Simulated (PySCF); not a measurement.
System (SMILES): [SiH2] (SiH2) (closed-shell singlet).
Geometry (B3LYP-D3(BJ)/def2-TZVP, fixed):
```
Si
H 1 1.5232
H 1 1.5232 2 91.51
```

Basis-set convergence of the mean static polarisability at PBE0 with PySCF. All functions are spherical. Density fitting with generated auxiliary sets. No added dispersion term, no relativity. Reference: the value in aug-pcseg-3, 36.62 bohr³, itself unsure by roughly 0.3 % (its mean distance from aug-cc-pV(Q+d)Z, aug-pcseg-2, aug-cc-pV(T+d)Z).

| basis | functions | mean static polarisability (bohr³) |
|---|---|---|
| pcseg-1 | 28 | 27.34 |
| 6-311G** | 38 | 27.99 |
| def2-SVPD | 40 | 34.85 |
| 6-311+G** | 42 | ? |
| aug-pcseg-1 | 45 | ? |
| Sadlej pVTZ | 50 | 36.64 |
| aug-cc-pV(D+d)Z | 50 | 36.02 |
| 6-311++G(2d,2p) | 55 | ? |
| pcseg-2 | 62 | 30.08 |
| cc-pV(T+d)Z | 67 | 31.91 |
| jun-cc-pV(T+d)Z | 76 | ? |
| def2-TZVPPD | 82 | 36.21 |
| def2-QZVPP | 130 | 34.60 |
| pcseg-3 | 130 | 33.86 |
| def2-QZVPPD | 142 | 36.56 |
| aug-cc-pV(Q+d)Z | 181 | 36.63 |
| aug-pcseg-3 | 187 | 36.62 |
| cc-pV(5+d)Z | 210 | 35.22 |

Question: What belongs in the gaps?

Answer: 
- 6-311+G**, mean static polarisability (bohr³): 29.46
- aug-pcseg-1, mean static polarisability (bohr³): 36.00
- 6-311++G(2d,2p), mean static polarisability (bohr³): 31.85
- jun-cc-pV(T+d)Z, mean static polarisability (bohr³): 36.17
